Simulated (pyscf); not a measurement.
Structures and frequencies: ωB97X-D3(BJ)/def2-SVP in PySCF.

Question: For the elementary gas-phase step HO–GeH(OH)–OH + water (H₂O) -> HO–Ge(OH)(OH)–OH + hydrogen (H₂) (singlet surface; Ge–H, H–O broken, Ge–O, H–H formed), what barrier and reaction energy does ωB97M-D3(BJ)/def2-TZVP give, measured from the separated reactants?

Answer: ΔE‡ = 1.56 eV, ΔE = -0.31 eV. Zero-point energy shifts the barrier by 0.00 eV. It is a four-centre exchange, with an imaginary mode of 1371i cm⁻¹. On the reactant side the descent ends in a bound adduct (not fully relaxed), 0.45 eV under the separated species and 1.99 eV under the saddle at ωB97X-D3(BJ)/def2-TZVP. At the saddle there is also a short Ge–H contact that neither side keeps. One saddle was located; it need not be the lowest between these sides. Elements up to Kr have no core potential and no relativistic terms here.
